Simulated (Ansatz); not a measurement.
How basis sets differ on BF (SMILES [B]F)

BF, singlet, SMILES `[B]F`. Each level relaxes the structure for itself.

Each level gives the equilibrium bond length (Å). The values are calculated.

| level | kind | program | value (Å) |
| --- | --- | --- | --- |
| HF/STO-3G | Hartree–Fock | Ansatz | 1.243 |
| HF/3-21G | Hartree–Fock | Ansatz | 1.303 |
| HF/6-31G* (Cartesian functions) | Hartree–Fock | Ansatz | 1.260 |
| HF/cc-pVTZ | Hartree–Fock | Ansatz | 1.248 |

The values span 1.243 to 1.303 Å.
